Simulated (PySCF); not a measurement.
State search for Cl2

Unrestricted PBE0; Cl 3-21G; no relativity (PySCF 2.14). Outer shells of the fragments: Cl 3s2 3p5; Cl 3s2 3p5.

Followed along the bond (rough minima from three points):

```csv
2Ms+1,unpaired,⟨S²⟩ at the start,R at minimum (Å),Te (eV)
1,none,0.00,2.21,0.00
3,"σ ↑, π ↑",2.00,none in the scan,≤ 1.03
```

Solutions found at the starting distance of 1.940 Å, counted from the lowest of them; the search is not exhaustive and high or unbound solutions are not listed, so other states can lie among these:

```tsv
2Ms+1	unpaired	term	E (eV)	⟨S²⟩	⟨Lz²⟩
1	none	¹Σ⁺	0.00	0.00	0.00
3	σ ↑, π ↑	³Π	3.15	2.00	1.00
1	σ ↑, π ↓	mixed	3.47	1.00	1.00
3	σ ↑↑	³Σ⁺	7.08	2.00	0.00
3	π ↑↑	³Σ⁻	7.44	2.00	0.00
```

A term symbol is given only where ⟨S²⟩ and ⟨Lz²⟩ are close to those of a pure state; real π, δ and φ orbitals otherwise mix terms, and g/u labels are left off.

The measured ground state is X ¹Σg+ (Huber and Herzberg, Constants of Diatomic Molecules (1979)).

Counting both spins, an empty level lies below a filled one in some of these solutions, because spin and occupation are held. 3-21G is very small, so such numbers show the basis as much as the molecule.
